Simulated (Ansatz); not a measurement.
Zinc-blende HgSe was calculated with PBE+SOC (Ansatz, an electronic-structure program, PAW).

Run with plane-wave cutoff 520 eV, 10×10×10 k mesh, Fermi–Dirac smearing 0.01 eV, PAW data made under PBE.

Computed at the level's own relaxed cell.

### Question
Give the computed volume per atom, bulk modulus, equilibrium lattice constant a and pressure derivative B′ of the bulk modulus.

### Answer

- volume per atom: 30.32 Å³/atom
- bulk modulus: 43.8 GPa
- equilibrium lattice constant a: 6.236 Å
- pressure derivative B′ of the bulk modulus: 5.1

The run finds no gap.

Measured, for comparison: equilibrium volume per atom 28.16 Å³/atom, lattice constant a 6.085 Å (293 K, not corrected to a static lattice; as tabulated in Cardona et al. (2009), arXiv:0908.2634); bulk modulus 50 GPa (temperature not stated, not corrected to a static lattice, our sources range from 48.5 to 51.6; as tabulated in Toher et al. (2017), arXiv:1611.05714). Computed (rounded) less measured: equilibrium volume per atom +7.7 %, bulk modulus -12 % (-10 % to -15 % over the range), lattice constant a +2.5 %.

Computed values are for the static lattice.

Cost on a shared machine: very roughly 6 core-minutes.
